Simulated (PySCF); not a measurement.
**Functional benchmark on one molecule**

Molecule: SMILES FP(F)P, F2H2P2.

Atom-mapped SMILES (the numbers label the heavy atoms): `[F:1][P:2]([F:3])[PH2:4]`. Each H is labelled by its parent atom.

Geometry PBE0-D3(BJ)/def2-SVP throughout; GIAO in PySCF, gas phase, one conformer, non-relativistic; equivalent atoms averaged; basis pcSseg-2.

Reference values (measured; solution; George Maxwell Hunter, The Preparation and Properties of Some Difluorophosphites, PhD thesis, University of Edinburgh, 1981): δ(P2) = 292.0 ppm vs 85 % H3PO4, δ(P4) = -138.0 ppm vs 85 % H3PO4. Computed shifts are taken against H3PO4, calculated as an isolated molecule at each level.

**Question.** How do the functionals WP04, B97-2, BHandHLYP, CAM-B3LYP, wB97X-D, LC-wPBE perform against the reference? Times are CPU seconds on 1 thread of an Arm Neoverse V1, shared host.

**Answer.** 
```
functional                    kind     P2      P4  mean abs. error P  core-s
      WP04           global hybrid  338.6  -125.9               29.4     8.8
     B97-2           global hybrid  307.3  -161.5               19.4     8.6
 BHandHLYP           global hybrid  306.2  -153.0               14.6     8.7
 CAM-B3LYP  range-separated hybrid  327.8  -156.8               27.3      12
   wB97X-D  range-separated hybrid  312.9  -165.5               24.2      12
   LC-wPBE  range-separated hybrid  315.0  -176.3               30.7      16
```

For $^{31}$P the closest is BHandHLYP (14.6 ppm) and the furthest LC-wPBE (30.7 ppm). One molecule is a small sample, and vibrational and solvent effects are absent from the calculation.
